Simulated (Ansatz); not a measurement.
Molecule: C3H3, net charge -1, singlet state. It need not be the lowest isomer of its formula. Whether it binds its extra electron was not tested at this geometry. 
Structure (B3LYP-D3(BJ)/def2-TZVP (Ansatz, an electronic-structure program) minimum search):
```xyz
6

C      0.1102    -0.0030     1.0007
C      0.0066    -0.6435    -0.4449
C     -0.0212     0.6479    -0.4380
H     -0.9294    -0.0276     1.4208
H      0.2107    -1.5060    -1.0720
H      0.1455     1.5250    -1.0558
```
Charge -1, spin multiplicity 1.

Basis-set convergence of Hartree-Fock and CCSD correlation energies (hartree) with Ansatz. Cores are frozen in the correlated levels unless marked. No spin-orbit coupling. No relativistic terms. This anion needs diffuse functions, which these sets lack.

The Hartree-Fock reference is unstable (checked in the largest basis), which strains HF and MP2. 

```json
[
 {"basis": "cc-pVDZ", "functions": "-", "E(HF)": "-115.11804", "E(corr, CCSD)": "-0.43539"},
 {"basis": "cc-pVTZ", "functions": "132", "E(HF)": "___", "E(corr, CCSD)": "___"}
]
```

Task: What belongs in the gaps?

Result: 
- cc-pVTZ, E(HF): -115.15658
- cc-pVTZ, E(corr, CCSD): -0.51715
